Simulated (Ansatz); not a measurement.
# C2H6N+ (SMILES C=[NH+]C): one structure at several levels

An exercise on one series of results from a longer session: the logs are not shown, and one member is left open.

Program: Ansatz 0.2.0, Gaussian basis. Level of theory: single points in def2-TZVPP. These are calculated values, not measurements.

Cores are frozen in the correlated methods.

## The system as given

SMILES `C=[NH+]C`, 9 atoms, charge 1, spin multiplicity 1.

Atoms are counted from 1 here; the program's logs count them from 0.

Bond lengths: C1–N2 1.232 Å, C1–H4 1.153 Å, C1–H5 1.079 Å, N2–C3 1.482 Å, N2–H6 1.017 Å, C3–H7 1.048 Å, C3–H8 1.060 Å, C3–H9 0.978 Å. Angles: N2–C1–H4 115.8°, N2–C1–H5 122.9°, H4–C1–H5 119.3°, C1–N2–C3 125.4°, C1–N2–H6 115.5°, C3–N2–H6 118.0°, N2–C3–H7 113.6°, N2–C3–H8 106.9°, N2–C3–H9 107.2°, H7–C3–H8 106.9°, H7–C3–H9 112.6°, H8–C3–H9 109.4°.

As a file:

```xyz
9
C2H6N
C    -0.48790    0.68430   -1.02010
N     0.08540    0.53130    0.05970
C     0.38840   -0.77430    0.69320
H    -0.96260   -0.26340   -1.47440
H    -0.77840    1.65250   -1.39640
H     0.53110    1.36190    0.44060
H     0.87480   -1.44840    0.05430
H    -0.54040   -1.21220    0.95460
H     0.90040   -0.59000    1.50580
```

Set-up of the first run:

File run/in.yaml:

```yaml
crystal:
  periodic: [false, false, false]
  atoms:
    - {symbol: C, position_ang: [-0.487900, 0.684300, -1.020100]}
    - {symbol: N, position_ang: [0.085400, 0.531300, 0.059700]}
    - {symbol: C, position_ang: [0.388400, -0.774300, 0.693200]}
    - {symbol: H, position_ang: [-0.962600, -0.263400, -1.474400]}
    - {symbol: H, position_ang: [-0.778400, 1.652500, -1.396400]}
    - {symbol: H, position_ang: [0.531100, 1.361900, 0.440600]}
    - {symbol: H, position_ang: [0.874800, -1.448400, 0.054300]}
    - {symbol: H, position_ang: [-0.540400, -1.212200, 0.954600]}
    - {symbol: H, position_ang: [0.900400, -0.590000, 1.505800]}
basis:
  gaussian: {orbitals: def2-TZVPP}
total_charge: 1
correlation: {method: ccsd_t}
output: {forces: true}
```

No record of the launch command was kept for these runs.

Among the steps run: CCSD(T)/def2-TZVPP; PBE0-D4/def2-TZVPP; wB97M-V/def2-TZVPP; r2SCAN-D4/def2-TZVPP; PBE-D4/def2-TZVPP; SPW92/def2-TZVPP; B97M-V/def2-TZVPP.

One of the session's tables, all rows but one given; the rest of the session is left out.

| method | RMS force component (eV/Å) | angle to CCSD(T) forces (°) |
| --- | --- | --- |
| CCSD(T) | 1.857 | reference |
| PBE0-D4 | 1.765 | 7.3 |
| wB97M-V | 1.742 | 5.4 |
| r2SCAN-D4 | ? | ? |
| PBE-D4 | 1.836 | 6.8 |
| SPW92 | 1.832 | 15.0 |
| B97M-V | 1.709 | 6.1 |

**Question.** Estimate the row for r2SCAN-D4.

The run gave: RMS force component (eV/Å): 1.759; angle to CCSD(T) forces (°): 4.8. In the column «RMS force component (eV/Å)» it lies between wB97M-V (1.742) and PBE0-D4 (1.765).
